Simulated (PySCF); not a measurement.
disulfur (S₂), SMILES S=S (connectivity only; charge and spin as stated), neutral, multiplicity 3. Atoms are numbered in the order given.

```xyz
2

S      0.0000     0.0000    -0.9427
S      0.0000     0.0000     0.9427
```
Charge 0, spin multiplicity 3.

Geometry optimised at PBE0-D3(BJ)/def2-TZVPD.

Method: B3LYP/def2-TZVPD (PySCF).

```
Item                                                              Result
-----------------------------------------------  -----------------------
total energy                                          -796.43063 hartree
point group                                                          D∞h
α spin, highest occupied and lowest empty level       -6.80 and -0.64 eV
β spin, highest occupied and lowest empty level       -9.14 and -3.85 eV
dipole moment                                                     0.00 D
mean static polarisability                          41.1 bohr³ (6.09 Å³)
polarisability, principal values                  32.1, 32.1, 59.1 bohr³
⟨S²⟩                                             2.009 (pure state 2.00)
```
